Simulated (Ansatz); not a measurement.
Basis-set series for `N=C(N)F`. Total charge 0; spin multiplicity 1. Geometry: relaxed with PBE0-D4/def2-TZVP. It is one conformer, not always the lowest.

```
functional       basis  functions  energy (Eh)  HOMO (eV)  LUMO (eV)
   PBE0-D4    def2-SVP         71   -248.80998      -7.26       1.53
   PBE0-D4  def2-QZVPP        318   -249.11941      -7.60       0.49
   ωB97M-V    def2-SVP         71   -248.98740      -9.54       3.37
   ωB97M-V  def2-QZVPP        318   -249.30496      -9.90       1.65
```

Problem. Give the rows for def2-TZVPP. (Best estimate.)

Solution. Computed: 
```tsv
functional	basis	functions	energy (Eh)	HOMO (eV)	LUMO (eV)
PBE0-D4	def2-TZVPP	166	-249.10581	-7.54	0.90
ωB97M-V	def2-TZVPP	166	-249.29209	-9.84	2.31
```

Positive LUMOs are unbound and depend on the basis.
